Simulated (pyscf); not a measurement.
Structures and frequencies: ωB97X-D3(BJ)/def2-SVP in PySCF.

### Question
Estimate by transition-state theory the rate constant of H₃C–Zn–CH₃ (SMILES [CH3][Zn][CH3]) + H₂Se (SMILES [SeH2]) → CH₄ (SMILES C) + H₃C–Zn–SeH (SMILES [CH3][Zn][SeH]) (singlet surface; C–Zn, H–Se broken, C–H, Se–Zn formed) at 600 K, with ωB97M-D3(BJ)/def2-TZVP energies (ideal gas, 1 atm, RRHO with modes under 100 cm⁻¹ raised to 100, one conformer, R ln 2 for chiral ones without a mode under 150 cm⁻¹; no tunnelling).

### Answer
The electronic barrier is 18.2 kcal/mol and the thermal terms add +17.1, so ΔG‡ = 35.3 kcal/mol. With k_BT/h = 1.25e+13 s⁻¹ and RT = 1.192 kcal/mol, and a volume of 8.18e-20 cm³ per molecule at 1 atm, k = 1.4e-19 cm³ molecule⁻¹ s⁻¹. Wigner's tunnelling factor for 1195i cm⁻¹ would be 1.34. A shift of 1 kcal/mol in the barrier changes k by a factor 2.3. On the reactant side the descent ends in a complex (not fully relaxed), 5.7 kcal/mol under the separated species and 20.2 kcal/mol under the saddle at ωB97X-D3(BJ)/def2-TZVP. At ωB97X-D3(BJ)/def2-TZVP the barrier from the zero used here is 14.6 kcal/mol. This is the saddle that the search found; another between the same sides may lie lower. Elements up to Kr have no core potential and no relativistic terms here.
